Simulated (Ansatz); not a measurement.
bcc Cs was calculated with PBE0-D3(BJ) (Ansatz, a program for electronic structure, PAW).

Input:

Ansatz 0.2 input:
```yaml
crystal:
  lattice:
    - [-3.0392768707, 3.0392768707, 3.0392768707]
    - [3.0392768707, -3.0392768707, 3.0392768707]
    - [3.0392768707, 3.0392768707, -3.0392768707]
  atoms:
    - { symbol: Cs, position: [0.0, 0.0, 0.0] }
basis:
  ecutwfc: 460
  ecutrho_ratio: 4
  xc_grid: 2
kpoints:
  mp_grid: { grid: [8, 8, 8] }
hamiltonian:
  xc: pbe0
  dispersion: d3bj
  pseudopotentials: { kind: paw }
scf:
  occupations: { method: fermi_dirac, width: 0.05 }
  convergence: { dr2_threshold: 0.0000000001 }
output:
  forces: false
  stress: true
  eigenvalues: true
```

The run printed, among other lines:

```
WARN output.stress: scf.exx.energy_threshold = 1e-6 eV is looser than the 1e-8 eV advised for a stress under a hybrid functional (1e-8 eV for each atom of the …
Crystal: 1 atoms, lattice volume = 112.298 Å³
Basis set: ecut = 460 eV, 2491 PW (Γ), exchange–correlation on 80×80×80 points (8 copies of the dense FFT grid, shifted against one another)
Bands: 9, of which v1, the nominal top of the filled ones, is band 5 counted from 1 (4 counted from 0)
Symmetry: 48 space group operations
Space group: Im-3m (ITA 229), of the structure as read, at distance tolerance 4.8e-5 Å
k-points: 29 of 512
Functional: x = pbe(κ = 0.804, μ = 0.2195149727645171), c = pbe(β = 0.06672455060314922), warm-up for x = 0.75 pbe(κ = 0.804, μ = 0.2195149727645171) + 0.25 exact, c = pbe(β = 0.06672455060314922)
SCF iter   1: F=—  HF=-5670.879256 eV  |F-HF|=—  |Δ(HF+E_count)|=         —  Δρ=3.66e-4  dr2=1.23e-4
SCF iter   2: F=—  HF=-5670.879612 eV  |F-HF|=—  |Δ(HF+E_count)|=   3.56e-4  Δρ=2.13e-4  dr2=4.50e-5
  ...
SCF 1 converged in 7 iterations: F = -5670.879630 eV  dr2 = 2.83e-11
Crystal: 1 atoms, lattice volume = 112.298 Å³
Initial density: handed on by an earlier stage of this run
Functional: x = 0.75 pbe(κ = 0.804, μ = 0.2195149727645171) + 0.25 exact, c = pbe(β = 0.06672455060314922)
SCF 2 converged in 7 iterations: F = -5674.776804 eV  dr2 = 8.00e-11
Crystal: 1 atoms, lattice volume = 112.298 Å³
SCF 3 converged in 6 iterations: F = -5674.780309 eV  dr2 = 3.14e-11
Crystal: 1 atoms, lattice volume = 112.298 Å³
Crystal: 1 atoms, lattice volume = 112.298 Å³
SCF 5 converged in 6 iterations: F = -5674.781488 eV  dr2 = 6.94e-11
Crystal: 1 atoms, lattice volume = 112.298 Å³
SCF iter   1: F=—  HF=-5674.781488 eV  |F-HF|=—  |Δ(HF+E_count)|=         —  Δρ=7.21e-8  dr2=1.09e-11
SCF iter   2: F=-5674.781488 eV  HF=-5674.781488 eV  |F-HF|=9.09e-13  |Δ(HF+E_count)|=  2.27e-11  Δρ=2.62e-8  dr2=7.92e-13
SCF 6 converged in 2 iterations: F = -5674.781488 eV  dr2 = 7.92e-13
Free energy (F): -5674.781488 eV
Internal energy: -5674.776050 eV  (E = F + TS)
E sigma→0 (E₀):  -5674.778769 eV
Fermi energy:    2.454779 eV
--- Stress (GPa, compression-positive) ---
        0.058852       0.000000       0.000000
       -0.000000       0.058852       0.000000
        0.000000       0.000000       0.058852
  P = ⅓ Tr σ = 0.0589 GPa (0.589 kbar)
```

The PAW data were made under PBE.

Note: the run warned that the count of filled bands differs between k points.

The result took roughly 3 core-minutes.
